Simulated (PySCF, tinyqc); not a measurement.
Coupled-perturbed Hartree-Fock on RHF in the sto-3g basis, for CH+, spin multiplicity 1, step by step. The lowest restricted solution is unstable here: a spin-polarised one lies 0.0109 hartree lower (PySCF). One step of it, computed by the program tinyqc.

Task: Coupled step 2. U_ai = -(mu_ai + sum_bj [4 (ai|bj) - (ab|ij) - (aj|bi)] U_bj) / (e_a - e_i); alpha = -4 sum U_ai mu_ai.

U after step 1:
```
,i1,i2,i3
a4,0.000026,-0.290434,0.307581
a5,0.000081,-0.899502,0.952610
a6,0.000000,0.000000,0.000000
```

dipole integrals <a|y|i> (bohr):
```
,i1,i2,i3
a4,0.027413,0.229783,-0.114472
a5,0.084900,0.711660,-0.354531
a6,0.000000,0.000000,0.000000
```

orbital energies (hartree): MO1 -11.703703, MO2 -1.241397, MO3 -0.856918, MO4 -0.287218, MO5 -0.287218, MO6 0.152738

Two-electron integrals over orbitals (pq|rs), unique and non-zero (hartree):
```
p,q,r,s,(pq|rs)
1,1,1,1,3.512772
2,1,1,1,-0.305347
2,1,2,1,0.043288
2,2,1,1,0.759991
2,2,2,1,-0.006726
2,2,2,2,0.609225
3,1,1,1,0.178693
3,1,2,1,-0.020754
3,1,2,2,0.018693
3,1,3,1,0.025800
3,2,1,1,-0.089329
3,2,2,1,0.009253
3,2,2,2,0.049339
3,2,3,1,0.010710
3,2,3,2,0.093051
3,3,1,1,0.770288
3,3,2,1,-0.013585
3,3,2,2,0.514546
3,3,3,1,-0.007906
3,3,3,2,-0.057614
3,3,3,3,0.623688
4,1,4,1,0.021487
4,2,4,1,0.024482
4,2,4,2,0.099173
4,3,4,1,-0.014227
4,3,4,2,-0.044539
4,3,4,3,0.053077
4,4,1,1,0.852060
4,4,2,1,-0.009496
4,4,2,2,0.566602
4,4,3,1,0.005243
4,4,3,2,-0.047729
4,4,3,3,0.565113
4,4,4,4,0.672833
5,1,5,1,0.021487
5,2,5,1,0.024482
5,2,5,2,0.099173
5,3,5,1,-0.014227
5,3,5,2,-0.044539
5,3,5,3,0.053077
5,4,5,4,0.036269
5,5,1,1,0.852060
5,5,2,1,-0.009496
5,5,2,2,0.566602
5,5,3,1,0.005243
5,5,3,2,-0.047729
5,5,3,3,0.565113
5,5,4,4,0.600295
5,5,5,5,0.672833
6,1,1,1,0.139831
6,1,2,1,-0.023795
6,1,2,2,-0.007729
6,1,3,1,-0.000936
6,1,3,2,-0.015615
6,1,3,3,0.017750
6,1,4,4,0.003598
6,1,5,5,0.003598
6,1,6,1,0.022758
6,2,1,1,-0.211382
6,2,2,1,0.003240
6,2,2,2,-0.071570
6,2,3,1,-0.013070
6,2,3,2,0.023107
6,2,3,3,-0.033174
6,2,4,4,-0.105837
6,2,5,5,-0.105837
6,2,6,1,0.006947
6,2,6,2,0.102105
6,3,1,1,-0.159594
6,3,2,1,0.004532
6,3,2,2,-0.009077
6,3,3,1,0.004638
6,3,3,2,0.070621
6,3,3,3,-0.086887
6,3,4,4,-0.077329
6,3,5,5,-0.077329
6,3,6,1,-0.007443
6,3,6,2,0.063831
6,3,6,3,0.098950
6,4,4,1,-0.010256
6,4,4,2,-0.039629
6,4,4,3,0.003134
6,4,6,4,0.026851
6,5,5,1,-0.010256
6,5,5,2,-0.039629
6,5,5,3,0.003134
6,5,6,5,0.026851
6,6,1,1,0.668277
6,6,2,1,-0.004044
6,6,2,2,0.578015
6,6,3,1,0.016119
6,6,3,2,0.089625
6,6,3,3,0.495857
6,6,4,4,0.488663
6,6,5,5,0.488663
6,6,6,1,-0.008576
6,6,6,2,0.012353
6,6,6,3,0.057992
6,6,6,6,0.661979
```

Give: U after step 2; polarisability.

Result:

U after step 2:
```
,i1,i2,i3
a4,0.0010,-0.2950,0.3763
a5,0.0031,-0.9138,1.1654
a6,0.0000,0.0000,0.0000
```

polarisability = 4.6961 bohr^3
